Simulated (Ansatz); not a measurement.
# C₃H₄F+ (SMILES C=C([CH2+])F): single points off equilibrium

A test off equilibrium: a structure displaced at random from a GFN2-xTB minimum is computed at several levels, and each is set against CCSD(T).

The runs use Ansatz 0.2.0, Gaussian basis; single points in def2-TZVPP.

Cores are frozen in the correlated methods.

## 1. The starting structure

SMILES `C=C([CH2+])F`, 8 atoms, charge 1, spin multiplicity 1.

Atoms are counted from 1 here; the program's logs count them from 0.

Bond lengths: C1–C2 1.459 Å, C1–H5 1.122 Å, C1–H6 1.138 Å, C2–C3 1.458 Å, C2–F4 1.395 Å, C3–H7 1.137 Å, C3–H8 1.136 Å. Angles: C2–C1–H5 120.6°, C2–C1–H6 120.5°, H5–C1–H6 118.9°, C1–C2–C3 124.5°, C1–C2–F4 118.1°, C3–C2–F4 117.4°, C2–C3–H7 121.6°, C2–C3–H8 119.7°, H7–C3–H8 118.7°.

Geometry (Å):

```
C    -0.88740    0.82980    0.48120
C    -0.29700   -0.31460   -0.20410
C     1.13620   -0.54470   -0.34230
F    -1.15630   -1.24540   -0.78770
H    -2.00200    0.94510    0.54360
H    -0.22560    1.61030    0.97860
H     1.54390   -1.46210   -0.87690
H     1.87050    0.18050    0.13300
```

## 2. CCSD(T)/def2-TZVPP

File run/in.yaml:

```yaml
crystal:
  periodic: [false, false, false]
  atoms:
    - {symbol: C, position_ang: [-0.887400, 0.829800, 0.481200]}
    - {symbol: C, position_ang: [-0.297000, -0.314600, -0.204100]}
    - {symbol: C, position_ang: [1.136200, -0.544700, -0.342300]}
    - {symbol: F, position_ang: [-1.156300, -1.245400, -0.787700]}
    - {symbol: H, position_ang: [-2.002000, 0.945100, 0.543600]}
    - {symbol: H, position_ang: [-0.225600, 1.610300, 0.978600]}
    - {symbol: H, position_ang: [1.543900, -1.462100, -0.876900]}
    - {symbol: H, position_ang: [1.870500, 0.180500, 0.133000]}
basis:
  gaussian: {orbitals: def2-TZVPP}
total_charge: 1
correlation: {method: ccsd_t}
output: {forces: true}
```

On the command line:

```
$ ansatz run in.yaml --threads 8 --pin off --events-out ev --progress --plain --max-ram 10444MiB
```

## 3. PBE0-D4/def2-TZVPP

Changes to run/in.yaml since step 2:

```diff
@@ -14,3 +14,3 @@
 total_charge: 1
-correlation: {method: ccsd_t}
-output: {forces: true}
+hamiltonian: {xc: pbe0, dispersion: d4}
+output: {forces: true, orbitals: {seedname: orbitals}}
```

## 4. wB97M-V/def2-TZVPP

Changes to run/in.yaml since step 3:

```diff
@@ -14,3 +14,3 @@
 total_charge: 1
-hamiltonian: {xc: pbe0, dispersion: d4}
-output: {forces: true, orbitals: {seedname: orbitals}}
+hamiltonian: {xc: {name: wB97M-V}}
+output: {forces: true}
```

## 5. r2SCAN-D4/def2-TZVPP

Changes to run/in.yaml since step 4:

```diff
@@ -14,3 +14,3 @@
 total_charge: 1
-hamiltonian: {xc: {name: wB97M-V}}
+hamiltonian: {xc: r2scan, dispersion: d4}
 output: {forces: true}
```

## 6. PBE-D4/def2-TZVPP

Changes to run/in.yaml since step 5:

```diff
@@ -14,3 +14,3 @@
 total_charge: 1
-hamiltonian: {xc: r2scan, dispersion: d4}
+hamiltonian: {xc: pbe, dispersion: d4}
 output: {forces: true}
```

## 7. wB97X-V/def2-TZVPP

Changes to run/in.yaml since step 6:

```diff
@@ -14,3 +14,3 @@
 total_charge: 1
-hamiltonian: {xc: pbe, dispersion: d4}
+hamiltonian: {xc: {name: wB97X-V}}
 output: {forces: true}
```

## 8. HSE06-D4/def2-TZVPP

Changes to run/in.yaml since step 7:

```diff
@@ -14,3 +14,3 @@
 total_charge: 1
-hamiltonian: {xc: {name: wB97X-V}}
+hamiltonian: {xc: hse06, dispersion: d4}
 output: {forces: true}
```

(Steps that only read results are left out.)

Q: Predict the outcome of this session. Wanted: energy less free atoms, CCSD(T)/def2-TZVPP; RMS force component; RMS force error; HOMO and LUMO, PBE0-D4; T1 diagnostic.

**Answer**, as computed:

```
                                  quantity                                                                                            value
energy less free atoms, CCSD(T)/def2-TZVPP                                                                                   -2300.0 kJ/mol
                       RMS force component                                                             0.896 to 1.107 eV/Å over the methods
                           RMS force error  PBE0-D4 0.160, wB97M-V 0.219, r2SCAN-D4 0.103, PBE-D4 0.157, wB97X-V 0.217, HSE06-D4 0.154 eV/Å
                    HOMO and LUMO, PBE0-D4                                                                             -15.01 and -10.75 eV
                             T1 diagnostic                                                                                            0.020
```

**Reading.** Against CCSD(T) the functionals' energies less atoms differ by -214.0 to -75.3 kJ/mol, PBE-D4 by -214.0 kJ/mol. The reference is not at the basis limit: in triple zeta CCSD(T) underbinds, which counts against methods that bind more; the gaps are no ranking. The forces of r2SCAN-D4 come nearest to CCSD(T), those of wB97M-V are farthest. Frozen-core CCSD(T) forces in triple zeta carry basis errors of their own, and this is one geometry, so small gaps rank nothing. The restricted Hartree–Fock reference is unstable towards an unrestricted one at one or more of these structures.
